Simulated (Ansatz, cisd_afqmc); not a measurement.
Species: HS, charge 0, doublet. HS (SMILES [SH], doublet).
B3LYP-D3(BJ)/def2-TZVP minimum from Ansatz (an electronic-structure program):
```
S
H 1 1.3473
```
Charge 0, spin multiplicity 2.

Total energies in cc-pV(Q+d)Z, 7 correlated electrons, 5 frozen orbitals. UHF or UKS for unpaired electrons; spin-orbit terms are left out. Cores are frozen in correlated methods. No relativity. The Monte Carlo rows (phaseless AFQMC, CISD trial, step 0.005/hartree) carry one-sigma bars that omit the constraint's bias. Outlying blocks are dropped, and bars are widened where a walk drifts. Over all cases where full CI ran beside it in this data, AFQMC minus full CI had a median of +0.1 mEh and passed +0.4 mEh in a tenth of the cases.

```tsv
method	program	energy (Eh)	minus CCSDT(Q) (mEh)
HF	Ansatz	-398.10985	196.87
MP2	Ansatz	-398.27482	31.90
CCSD	Ansatz	-398.29810	8.62
CCSD(T)	Ansatz	-398.30558	1.14
CCSDT(Q)	Ansatz	-398.30672	0.00
AFQMC/CISD	cisd_afqmc	-398.3064 ± 0.0003	0.3 ± 0.3
```

Rough core times of Ansatz's runs on a shared machine: CCSD(T) under 20 s, CCSDT(Q) 2 min.
